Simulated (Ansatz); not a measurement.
## Relative stability

Two relaxed structures of BSiH₃S, singlet (PBE0-D4/def2-TZVP; forces vanish, vibrations not checked).

A:

B1  (0.289, -0.286, -0.837)
Si2  (-0.262, 0.314, 0.975)
S3  (-0.322, 2.369, 0.488)
H4  (-0.520, -0.652, -1.644)
H5  (1.443, -0.467, -1.109)
H6  (-0.695, 2.831, 1.697)
(Å)

B:

```json
{"atom": "B1", "x (Å)": "0.2804", "y (Å)": "-0.0314", "z (Å)": "-0.9046"}
{"atom": "Si2", "x (Å)": "-0.2614", "y (Å)": "-0.4057", "z (Å)": "0.9976"}
{"atom": "S3", "x (Å)": "-0.2558", "y (Å)": "1.4894", "z (Å)": "0.3073"}
{"atom": "H4", "x (Å)": "-0.5399", "y (Å)": "-0.3375", "z (Å)": "-1.7156"}
{"atom": "H5", "x (Å)": "1.4534", "y (Å)": "-0.1212", "z (Å)": "-1.1052"}
{"atom": "H6", "x (Å)": "-0.6766", "y (Å)": "-0.5935", "z (Å)": "2.4205"}
```

Computed with Ansatz 0.2.0 (basis: def2-TZVPP); correlated methods freeze the cores. B3LYP uses VWN-RPA correlation.

(1) Which structure is lower at CCSD(T), and by how much? (To be estimated.)

The T1 diagnostic stays at or below 0.020. The restricted Hartree–Fock reference is unstable towards an unrestricted one at one or more of these structures.

Answers

(1) The calculation gives: B, by 12.10 kcal/mol (electronic energy, against the other). By their contacts, A is BSiH₃S ([BH2][Si][SH]) and B is BSiH₃S ([BH2]1[SiH][S]1).

All methods give the same order:

```json
{"method": "PBE-D4", "E(B) − E(A) (kcal/mol)": "-15.16"}
{"method": "r2SCAN-D4", "E(B) − E(A) (kcal/mol)": "-15.16"}
{"method": "PBE0-D4", "E(B) − E(A) (kcal/mol)": "-13.88"}
{"method": "B3LYP-D4", "E(B) − E(A) (kcal/mol)": "-9.92"}
{"method": "wB97M-V", "E(B) − E(A) (kcal/mol)": "-11.35"}
{"method": "HF", "E(B) − E(A) (kcal/mol)": "-0.71"}
{"method": "MP2", "E(B) − E(A) (kcal/mol)": "-16.26"}
{"method": "CCSD", "E(B) − E(A) (kcal/mol)": "-9.47"}
{"method": "CCSD(T)", "E(B) − E(A) (kcal/mol)": "-12.10"}
```

Labels in which every atom is bracketed show which atoms are joined, not bond orders.

For scale, one of the runs: CCSD(T)/def2-TZVPP, 157 basis functions, launched by `ansatz run in.yaml --threads 2 --pin off --events-out ev --progress --plain --max-ram 4352MiB`. Hardware: 2 CPU threads of an Arm Neoverse V2, shared host. Wall time 12 s; peak host memory 0.99 GiB.
